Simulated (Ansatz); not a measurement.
in.yaml

```yaml
crystal:
  periodic: [false, false, false]
  atoms:
    - {symbol: Na, position_ang: [0.958069, 0.000000, 1.268143]}
    - {symbol: Mg, position_ang: [-0.913311, 0.000000, -1.097189]}
    - {symbol: H, position_ang: [0.170887, 0.000000, -2.467561]}
basis:
  gaussian: {orbitals: def2-SVP, fitting: {mean_field: def2-universal-jkfit}}
magnetization: {spin_polarized: false}
correlation: {method: ccsdt_q, electrons: outside_noble_gas}
output: {forces: true}
```

```sh
$ ansatz run in.yaml --threads 1 --pin off --events-out ev --progress --plain --max-ram 2393MiB
```

Q: Roughly how long does this take on 1 thread of Intel Xeon, shared host, and how much host memory?

A: 2.3 s wall and 0.21 GiB.

```
242 factors; integrals over basis functions are off by at most 5.4e-1 eV
mean field evaluation 1: about -9846.3424 eV, gradient 7.0e0 eV
mean field evaluation 2: about -9846.7804 eV, gradient 1.7e0 eV
mean field evaluation 4: about -9846.8267 eV, gradient 9.1e-2 eV
mean field evaluation 8: about -9846.7806 eV, gradient 1.7e0 eV
mean field evaluation 16: about -9842.9663 eV, gradient 4.6e0 eV
mean field -9846.82697688 eV, -361.8642169812 hartree, gradient 2.7e-6 eV, S^2 0.000000; 0 other end points of the search recorded, 0 dependent functions left out; unrestricted orbitals would lower it
10 core orbitals not correlated: weight in the atoms' cores, before any rotation towards them, 1.000 or more for the frozen orbitals, at most 0.000 for the correlated occupied ones
reference -9846.82697688 eV, -361.8642169812 hartree; 2, 2 occupied and 26, 26 virtual orbitals, 242 factors
second order -1.18997018 eV of doubles, -0.00000000 eV of singles
cycle   1  -1.50737176 eV  change   -3.2e-1 eV  update   7.5e-2
cycle   2  -1.72257065 eV  change   -2.2e-1 eV  update   3.8e-2
cycle   3  -1.73240526 eV  change   -9.8e-3 eV  update   1.2e-2
cycle   4  -1.73580619 eV  change   -3.4e-3 eV  update   6.4e-3
cycle   5  -1.73772066 eV  change   -1.9e-3 eV  update   2.9e-3
cycle   6  -1.73756646 eV  change    1.5e-4 eV  update   1.6e-3
cycle   7  -1.73731013 eV  change    2.6e-4 eV  update   6.7e-4
cycle   8  -1.73755214 eV  change   -2.4e-4 eV  update   3.2e-4
cycle   9  -1.73761948 eV  change   -6.7e-5 eV  update   1.5e-4
cycle  10  -1.73753218 eV  change    8.7e-5 eV  update   7.4e-5
cycle  11  -1.73753321 eV  change   -1.0e-6 eV  update   4.0e-5
cycle  12  -1.73753392 eV  change   -7.0e-7 eV  update   2.0e-5
cycle  13  -1.73754723 eV  change   -1.3e-5 eV  update   1.1e-5
cycle  14  -1.73755122 eV  change   -4.0e-6 eV  update   5.2e-6
cycle  15  -1.73754876 eV  change    2.5e-6 eV  update   2.6e-6
cycle  16  -1.73754770 eV  change    1.1e-6 eV  update   1.2e-6
cycle  17  -1.73754740 eV  change    2.9e-7 eV  update   6.4e-7
cycle  18  -1.73754751 eV  change   -1.0e-7 eV  update   3.3e-7
perturbative correction -0.00106968 eV, -0.0000393098 hartree
the calculation of the forces begins
Total energy: -9848.56559406 eV, -361.9281099841 hartree
Atom 0 at     0.958069     0.000000     1.268143 Å, force    -0.071488     0.000000     0.280354 eV/Å
Atom 1 at    -0.913311     0.000000    -1.097189 Å, force     0.260940     0.000000     0.120055 eV/Å
Atom 2 at     0.170887     0.000000    -2.467561 Å, force    -0.189452    -0.000000    -0.400408 eV/Å
Dipole moment:     0.507331    -0.000000     0.825430 e Å
```

Forces (eV/Å):
```
Na  -0.071  0.000  0.280
Mg   0.261  0.000  0.120
H   -0.189  0.000 -0.400
```
